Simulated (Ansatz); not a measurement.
# A basis-limit estimate, worked out

The pair of HF (SMILES F, atoms 1–2) and CH5N (SMILES CN, atoms 3–9), both closed shells, in one local arrangement (a lower one may exist), relaxed at PBE0-D4/def2-TZVP:

F1  (0.102, -0.051, -2.483)
H2  (-0.134, 0.182, -1.573)
C3  (0.369, -0.417, 0.787)
N4  (-0.448, 0.483, -0.023)
H5  (0.230, -0.292, 1.866)
H6  (1.421, -0.253, 0.550)
H7  (0.132, -1.448, 0.521)
H8  (-0.239, 1.451, 0.190)
H9  (-1.433, 0.344, 0.164)
(Å)

Both fragments are computed in the basis of the whole pair.

Computed with Ansatz 0.2.0 (basis: def2-TZVPPD and def2-QZVPPD); correlated methods freeze the cores.

Energies in eV:

| quantity | pair | first fragment | second fragment |
| --- | --- | --- | --- |
| Hartree–Fock, triple zeta (X = 3) | -5315.45337 | -2722.80932 | -2592.10330 |
| Hartree–Fock, quadruple zeta (X = 4) | -5315.67873 | -2722.91516 | -2592.22318 |
| MP2 correlation, X = 3 | -18.66980 | -7.51797 | -11.06026 |
| MP2 correlation, X = 4 | -20.02096 | -8.16774 | -11.74211 |
| CCSD(T) correlation, X = 3 | -19.95885 | -7.75592 | -12.12424 |

Work out the interaction energy at the basis limit: extrapolate Hartree–Fock as E(X) = E∞ + A exp(−7.88 √X) and the MP2 correlation as E(X) = E∞ + B X^−2.97 (the exponents that Neese and Valeev fitted for def2-TZVPP and QZVPP, reused here for the diffuse sets), then add CCSD(T) − MP2 in triple zeta.

Each step is linear, so take the differences first (pair − first fragment − second fragment): Hartree–Fock -0.54075 (X = 3) and -0.54039 (X = 4); MP2 correlation -0.09157 and -0.11111; CCSD(T) correlation -0.07869.
Two points give E∞ = E(4) + w [E(4) − E(3)], with w = 1/(exp(7.88 (2 − √3)) − 1) = 0.1377 for Hartree–Fock and w = 1/((4/3)^2.97 − 1) = 0.7407 for the correlation.
Hartree–Fock: -0.54039 + 0.1377 × 0.00036 = -0.5403 eV.
MP2 correlation: -0.11111 + 0.7407 × (-0.01954) = -0.1256 eV.
CCSD(T) − MP2: -0.07869 − (-0.09157) = 0.0129 eV.
Sum: -0.5403 + (-0.1256) + 0.0129 = -0.6530 eV, or -15.06 kcal/mol. Plain CCSD(T) in triple zeta gives -0.6194 eV, so the larger basis shifts the result by -0.0336 eV.

T1 diagnostic: at most 0.011.

For scale, one of the runs: CCSD(T)/def2-TZVPPD, 216 basis functions, launched by `ansatz run in.yaml --threads 4 --pin off --events-out ev --progress --plain --max-ram 9574MiB`. Time: 35 s of wall clock on 4 CPU threads of an Arm Neoverse V2; the host was shared. Peak host memory: 3.4 GiB.
